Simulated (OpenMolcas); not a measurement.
# OH− (hydroxide): a chain of runs

Aim: a series of 9 runs (UHF/aug-cc-pVTZ, CASSCF(4,4)/aug-cc-pVTZ, CASPT2(4,4)/aug-cc-pVTZ, CASPT2[IPEA 0](4,4)/aug-cc-pVTZ, SC-NEVPT2(4,4)/aug-cc-pVTZ, PC-NEVPT2(4,4)/aug-cc-pVTZ, MC-PDFT[tPBE](4,4)/aug-cc-pVTZ, MC-PDFT[ftPBE](4,4)/aug-cc-pVTZ, and more) of OH− (hydroxide). 

The calculation is run with OpenMolcas 26.06.

## (1) The molecule

OH−: 2 atoms, total charge -1, spin state singlet. SMILES: `[OH-]`. The O1–H2 distance was set to 1.445 Å, away from the relaxed value.

Bond lengths: O1–H2 1.445 Å.

## (2) A single-point energy at UHF/aug-cc-pVTZ (run 1)

File step1.inp:

```
&GATEWAY
 BasLib
 $CurrDir
 Coord
 2
 angstrom
 O        0.823580      -0.263594       0.424990
 H       -0.411800       0.131800      -0.212500
 Basis
 aug-cc-pVTZ
 Group
 NoSym

&SEWARD

&SCF
 UHF
 Charge
 -1
 Scramble
 0.25
 PrOrbitals
 1 2
```

The basis set aug-cc-pVTZ is read from a file made from the Basis Set Exchange's data (not shown).

The run is started by

```sh
$ export MOLCAS_MEM=1860
$ pymolcas step1.inp > step1.log
```

Output (excerpt; [...] marks lines left out):

```text
--- Start Module: gateway ---
[...]
--- Stop Module: gateway /rc=_RC_ALL_IS_WELL_ ---
--- Start Module: seward ---
[...]
      Basis functions           69
--- Stop Module: seward /rc=_RC_ALL_IS_WELL_ ---
[...]
--- Start Module: scf ---
[...]
       Convergence after  39 Iterations
[...]
::    Total SCF energy                                -75.3184909479
[...]
      Total spin, S                                     0.0000000009
[...]
      Total electronic charge=   10.000000
      Total            charge=   -1.000000
[...]
      Dipole Moment (debye):
      Origin of the operator (angstrom)=    0.7504   -0.2402    0.3872
                   X=  3.5872E-01               Y= -1.1481E-01               Z=  1.8511E-01           Total=  4.1967E-01
      Center of Charge (angstrom)
[...]
--- Stop Module: scf /rc=_RC_ALL_IS_WELL_ ---
[...]
```

Run time: 6.9 s. Hardware: 1 thread of Arm Neoverse V1, shared host; peak memory 0.41 GiB.

## (3) A single-point energy at CASSCF(4,4)/aug-cc-pVTZ (run 2)

File step2.inp:

```
* HO CASSCF

&GATEWAY
  BasLib=$CurrDir
  Coord
  2
  angstrom
  O        0.823580      -0.263594       0.424990
  H       -0.411800       0.131800      -0.212500
  Basis=aug-cc-pVTZ
  Group=NoSym

&SEWARD

&RASSCF
  FileOrb=$CurrDir/step1.UnaOrb
  Spin=1
  Nactel=4 0 0
  Inactive=3
  Ras2=4
  OrbListing=Few
```

The basis set aug-cc-pVTZ is read from a file made from the Basis Set Exchange's data (not shown).

The run is started by

```sh
$ export MOLCAS_MEM=1860
$ pymolcas step2.inp > step2.log
```

Output (excerpt; [...] marks lines left out):

```text
--- Start Module: gateway ---
[...]
--- Stop Module: gateway /rc=_RC_ALL_IS_WELL_ ---
--- Start Module: seward ---
[...]
      Basis functions           69
--- Stop Module: seward /rc=_RC_ALL_IS_WELL_ ---
[...]
--- Start Module: rasscf ---
[...]
      Number of active orbitals                  4
[...]
      Spin quantum number                      0.0
[...]
      Active orbitals                            4
[...]
      Number of CSFs                            20
[...]
      Number of root(s) required                 1
[...]
      Convergence after 22 iterations
[...]
      printout of CI-coefficients larger than  0.05 for root  1
      energy=     -75.399538
      conf/sym  1111     Coeff  Weight
             1  2200  -0.96025 0.92208
             6  2020   0.23274 0.05417
            10  udud  -0.08002 0.00640
            14  0202   0.09553 0.00913
            15  uudd  -0.07451 0.00555
      Natural orbitals and occupation numbers for root  1
      sym 1:   1.964716   1.876345   0.125408   0.033531
      ************************************************************************************************************************
      *                                                    Final results                                                     *
[...]
::    RASSCF root number  1 Total energy:    -75.39953797
[...]
      Total electronic charge=   10.000000
      Total            charge=   -1.000000
[...]
      Dipole Moment (debye):
      Origin of the operator (angstrom)=    0.7504   -0.2402    0.3872
                   X=  7.1544E-02               Y= -2.3010E-02               Z=  3.6819E-02           Total=  8.3688E-02
      Center of Charge (angstrom)
[...]
--- Stop Module: rasscf /rc=_RC_ALL_IS_WELL_ ---
[...]
```

It took 5.7 s on 1 thread of Arm Neoverse V1, shared host; peak memory 0.41 GiB.

Runs 3 to 5 aren't shown in full; the table further down has their settings and results.

## (4) A single-point energy at PC-NEVPT2(4,4)/aug-cc-pVTZ (run 6)

File step6.input:

```
* HO NEVPT2

&GATEWAY
 BasLib=$CurrDir
 Coord
 2
 angstrom
 O        0.823580      -0.263594       0.424990
 H       -0.411800       0.131800      -0.212500
 Basis=aug-cc-pVTZ
 Group=NoSym

&SEWARD

&RASSCF
 FileOrb=$CurrDir/step2.RasOrb
 Spin=1
 Nactel=4 0 0
 Inactive=3
 Ras2=4
 OrbListing=Few

&CASPT2
 PC-NEVPT2
 Frozen=1
```

The basis set aug-cc-pVTZ is read from a file made from the Basis Set Exchange's data (not shown).

The run is started by

```sh
$ export MOLCAS_MEM=1860
$ pymolcas step6.input > step6.log
```

Output (excerpt; [...] marks lines left out):

```text
--- Start Module: gateway ---
[...]
--- Stop Module: gateway /rc=_RC_ALL_IS_WELL_ ---
[...]
      Basis functions           69
[...]
--- Start Module: rasscf ---
[...]
      Number of active orbitals                  4
[...]
      Spin quantum number                      0.0
[...]
      Active orbitals                            4
[...]
      Number of CSFs                            20
[...]
      Number of root(s) required                 1
[...]
      Convergence after  4 iterations
[...]
      printout of CI-coefficients larger than  0.05 for root  1
      energy=     -75.399538
      conf/sym  1111     Coeff  Weight
             1  2200  -0.96025 0.92208
             6  2020   0.23275 0.05417
            10  udud  -0.08002 0.00640
            14  0202   0.09553 0.00913
            15  uudd  -0.07451 0.00555
      Natural orbitals and occupation numbers for root  1
      sym 1:   1.964717   1.876344   0.125409   0.033530
      ************************************************************************************************************************
      *                                                    Final results                                                     *
[...]
::    RASSCF root number  1 Total energy:    -75.39953797
[...]
      Total electronic charge=   10.000000
      Total            charge=   -1.000000
[...]
      Dipole Moment (debye):
      Origin of the operator (angstrom)=    0.7504   -0.2402    0.3872
                   X=  7.1474E-02               Y= -2.2997E-02               Z=  3.6831E-02           Total=  8.3629E-02
      Center of Charge (angstrom)
[...]
--- Stop Module: rasscf /rc=_RC_ALL_IS_WELL_ ---
[...]
--- Start Module: caspt2 ---
[...]
 ###    WARNING: User changed nr of frozen orbitals.                         ###
 ###############################################################################
[...]
      E2 (Variational):          -0.2176237690
[...]
      E2 (Variational):          -0.2167151842
      Total energy:             -75.6162531579
[...]
      Reference weight:           0.94360
[...]
::    PC-NEVPT2 Root  1     Total energy:    -75.61716174
[...]
--- Stop Module: caspt2 /rc=_RC_ALL_IS_WELL_ ---
[...]
```

It took 3.6 s on 1 thread of Arm Neoverse V1, shared host; peak memory 0.41 GiB.

Runs 7 to 8 aren't shown in full; the table further down has their settings and results.

## (5) A single-point energy at MRCI(4,4)/aug-cc-pVTZ (run 9)

File step9.inp:

```
* HO MRCI
&gateway
baslib=$CurrDir
coord
2
angstrom
O        0.823580      -0.263594       0.424990
H       -0.411800       0.131800      -0.212500
basis=aug-cc-pVTZ
group=NoSym
&seward
&rasscf
fileorb=$CurrDir/step2.RasOrb
spin=1
nactel=4 0 0
inactive=3
ras2=4
orblisting=Few
&motra
lumorb
frozen=1
&guga
electrons=8
spin=1
inactive=2
active=4
ciall=1
&mrci
sdci
```

The basis set aug-cc-pVTZ is read from a file made from the Basis Set Exchange's data (not shown).

The run is started by

```sh
$ export MOLCAS_MEM=1860
$ pymolcas step9.inp > step9.log
```

Output (excerpt; [...] marks lines left out):

```text
--- Start Module: gateway ---
[...]
--- Stop Module: gateway /rc=_RC_ALL_IS_WELL_ ---
[...]
      Basis functions           69
[...]
      Number of active orbitals                  4
[...]
      Spin quantum number                      0.0
[...]
      Active orbitals                            4
[...]
      Number of CSFs                            20
[...]
      Number of root(s) required                 1
[...]
      Convergence after  4 iterations
[...]
      printout of CI-coefficients larger than  0.05 for root  1
      energy=     -75.399538
      conf/sym  1111     Coeff  Weight
             1  2200  -0.96025 0.92208
             6  2020   0.23275 0.05417
            10  udud  -0.08002 0.00640
            14  0202   0.09553 0.00913
            15  uudd  -0.07451 0.00555
      Natural orbitals and occupation numbers for root  1
      sym 1:   1.964717   1.876344   0.125409   0.033530
      ************************************************************************************************************************
      *                                                    Final results                                                     *
[...]
::    RASSCF root number  1 Total energy:    -75.39953797
[...]
      Dipole Moment (debye):
      Origin of the operator (angstrom)=    0.7504   -0.2402    0.3872
                   X=  7.1474E-02               Y= -2.2997E-02               Z=  3.6831E-02           Total=  8.3629E-02
      Center of Charge (angstrom)
[...]
      *** WARNING: Default frozen orbitals is overwritten by user input.
      *** Default values:   1
[...]
--- Start Module: guga ---
[...]
--- Stop Module: guga /rc=_RC_ALL_IS_WELL_ ---
--- Start Module: mrci ---
[...]
       (But an ACPF correction will be computed)
       USE THE DEFAULT ACPF G-VALUE GFAC=  0.25000000000000000
[...]
                      CI ENERGY:   -75.62174871
[...]
                ACPF CORRECTION:    -0.01152639
[...]
      Total electronic charge=   10.000000
      Total            charge=   -1.000000
[...]
     ACPF CORRECTION:     -0.01152639
[...]
  CI State   1     Total energy:    -75.62174871     QDav:     -0.01563893     QACPF:     -0.01152639
[...]
--- Stop Module: mrci /rc=_RC_ALL_IS_WELL_ ---
[...]
```

Wall time 16 s (1 thread of Arm Neoverse V1, shared host); peak memory 0.41 GiB.

## (6) The series

```csv
run,level,scramble,active rule,energy (Eh),wall time
1,UHF/aug-cc-pVTZ,0.25,–,-75.318491,6.9 s
2,"CASSCF(4,4)/aug-cc-pVTZ",–,frontier window,-75.399538,5.7 s
3,"CASPT2(4,4)/aug-cc-pVTZ",–,frontier window,-75.615110,3.9 s
4,"CASPT2[IPEA 0](4,4)/aug-cc-pVTZ",–,frontier window,-75.617096,3.9 s
5,"SC-NEVPT2(4,4)/aug-cc-pVTZ",–,frontier window,-75.616253,3.6 s
6,"PC-NEVPT2(4,4)/aug-cc-pVTZ",–,frontier window,-75.617162,3.6 s
7,"MC-PDFT[tPBE](4,4)/aug-cc-pVTZ",–,frontier window,-75.660148,3.9 s
8,"MC-PDFT[ftPBE](4,4)/aug-cc-pVTZ",–,frontier window,-75.683469,3.9 s
9,"MRCI(4,4)/aug-cc-pVTZ",–,frontier window,-75.621749,16 s
```

## (7) Results

| quantity | value |
| --- | --- |
| run 9, MRCI(4,4)/aug-cc-pVTZ: total energy | -75.62175 Eh |

In words: Below the UHF energy at the same shape and in the same basis (aug-cc-pVTZ): CASSCF(4,4) -81.0 mEh; CASPT2(4,4) -296.6 mEh; CASPT2[IPEA 0](4,4) -298.6 mEh; SC-NEVPT2(4,4) -297.8 mEh; PC-NEVPT2(4,4) -298.7 mEh; MRCI(4,4) -303.3 mEh. Active-space methods hold only the correlation inside their space unless a perturbation or CI step follows. All runs together took 51 s, the longest 16 s.
